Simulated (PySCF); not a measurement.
# Telling isomers of C₄H₄F₂ apart by NMR

Averaged over atoms made equivalent by symmetry, fast rotation or ring inversion, a single conformation, relativity neglected, isolated molecule. PBE0-D3(BJ)/def2-SVP geometry; σ from GIAO-PBE0/pcSseg-1; J: B3LYP/pcJ-1 (spin–dipole term left out of most H,H and C,H couplings); PySCF.

References, each an isolated molecule treated in the same way: ¹H (σref 31.27), ¹³C (σref 184.41) against TMS. Multiplet labels drop J under 1 Hz and among equivalent protons, and merge close values. Unscaled 3J(H,H) run several per cent high. One-bond C–F couplings are unscaled and too large by tens of Hz. Shifts are as computed. Against solution values, carbons near 30 ppm lie about +2 ppm off and those near 130 ppm about +5 ppm. Of 1211 compounds with measured shifts, 218 miss one by over three times the rms of a fit or turn the order of signals round; such compounds aren't used in these exercises.

(1) Tabulate the signals of `CC1=CC1(F)F`, `C[C@@]1(F)C=C1F` and their relative energies.

(2) What is the quickest way to tell CC1=CC1(F)F from C[C@@]1(F)C=C1F?

Answers

(1) 
| SMILES | carbon types | δC | δH | E rel. (kcal/mol) |
| --- | --- | --- | --- | --- |
| CC1=CC1(F)F | 2×C 1×CH 1×CH3 | 143.8, 125.7, 104.0, 10.5 | 7.38 (q, 1H), 2.23 (td, 3H) | 0.0 |
| C[C@@]1(F)C=C1F | 2×C 1×CH 1×CH3 | 159.8, 95.6, 78.2, 22.6 | 5.81 (dd, 1H), 1.64 (dd, 3H) | 13.6 |

Energies are electronic energies at PBE0/pcSseg-1 on these geometries, without zero-point or thermal terms, each for the one conformer computed, which needn't be the lowest.

(2) Both give the same number of carbon signals, with the same numbers of each carbon type, so the positions decide. The first has an alkene CH at 125.7 ppm, the second an alkene CH at 95.6 ppm. Their most deshielded carbons lie at 143.8 and 159.8 ppm. In the proton spectra the most deshielded non-exchanging signals are 7.38 (q, J = 1.1 Hz, 1H) and 5.81 (dd, J = 4.1, 3.2 Hz, 1H).
